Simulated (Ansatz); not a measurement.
Process, species as SMILES: N#N (N2) + 3 [H][H] (H2) → 2 N (NH3)
B3LYP-D3(BJ)/def2-TZVP geometries, fixed; electronic energies without zero-point terms.
Largest species:
```xyz
4

N      0.0022    -0.0038     0.1116
H     -0.0020     0.9512    -0.2281
H      0.8095    -0.4644    -0.2929
H     -0.8232    -0.4600    -0.2599
```
Charge 0, spin multiplicity 1.

Basis-set convergence of the energy of full hydrogenation at MP2 with Ansatz (a program for electronic structure). Cartesian d functions, on some or all atoms, in 6-31G**, 6-31+G*; all else is spherical. Cores are frozen. No added dispersion term, no relativity. Functions are those of the species that has most. Reference: Hartree-Fock in aug-cc-pVQZ plus the correlation part extrapolated as X^-3 from aug-cc-pVTZ and aug-cc-pVQZ, -39.77 kcal/mol, itself unsure by roughly 0.36 kcal/mol (a third of the extrapolation step and of the last Hartree-Fock step). Deviations are taken from unrounded values.

```tsv
basis	functions	energy of full hydrogenation (kcal/mol)	minus reference (kcal/mol)
STO-3G	10	20.42	60.19
6-31G	18	-12.66	27.10
cc-pVDZ	29	-24.47	15.30
6-31G**	30	-26.45	13.32
6-31+G*	38	-22.56	17.21
6-311+G**	44	-31.63	8.14
def2-SVPD	44	-44.47	-4.70
def2-TZVP	62	-29.40	10.37
cc-pVTZ	72	-34.74	5.03
pcseg-2	72	-38.14	1.62
def2-TZVPD	74	-32.33	7.44
6-311++G(3df,3pd)	93	-39.39	0.38
aug-cc-pVTZ	115	-39.25	0.52
aug-pcseg-2	115	-39.59	0.18
def2-QZVPP	147	-39.10	0.67
pcseg-3	159	-39.38	0.39
aug-cc-pVQZ	218	-39.29	0.47
aug-pcseg-3	232	-39.34	0.42
```
